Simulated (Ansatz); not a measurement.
Reaction (SMILES): C(F)=C [fluoroethene] + 3 [H][H] (H2) -> 2 C (CH4) + F (HF)

Quantity: energy of full hydrogenation (enthalpy at 298 K), in kcal/mol. Conventions: no spin-orbit coupling; six Cartesian d functions in 6-31G* and its kin unless marked 5d; non-relativistic; valence correlation only; no dispersion term unless named; LANL2DZ all-electron up to Ne; 6-311+G** with 5d. CBS marks a two-point X^-3 extrapolation of the correlation energy; Hartree-Fock from the larger set. The bracket is a focal-point correction in the basis named. First-principles rows: single points at B3LYP-D3(BJ) geometries (Ansatz, a first-principles code), with unscaled harmonic terms from B3LYP/6-31G* at its own minima.

Measured values: Active Thermochemical Tables 1.112 (ions: stationary electron), as tabulated in the package chemicals; they hold spin-orbit and core effects, anharmonicity. 

Value to compare with, the measured value: -66.7 kcal/mol.

```csv
level,program,energy of full hydrogenation (enthalpy at 298 K) (kcal/mol),error
B3LYP/STO-3G,Ansatz,-48.1,18.6
B3LYP/3-21G,Ansatz,-48.1,18.6
B3LYP/LANL2DZ,Ansatz,-69.0,-2.3
B3LYP/6-31G,Ansatz,-59.2,7.5
B3LYP/6-31G*,Ansatz,-56.0,10.7
B3LYP/6-31+G*,Ansatz,-63.4,3.3
B3LYP/6-31G**,Ansatz,-58.9,7.8
B3LYP/def2-SVP,Ansatz,-60.2,6.5
B3LYP/cc-pVDZ,Ansatz,-59.3,7.4
B3LYP/6-311+G**,Ansatz,-66.1,0.6
B3LYP/def2-TZVPD,Ansatz,-63.6,3.1
"RI-MP2/CBS(aug-cc-pVTZ,aug-cc-pVQZ)+[CCSD(T)-MP2]/aug-cc-pVTZ",Ansatz,-66.7,0.0
```

9 of the 10 habitual levels lie above the measured value; their mean absolute error is 8.3 kcal/mol, the median 7.5.

The sets are all those run for this method; runs whose electronic state is in doubt are left out.
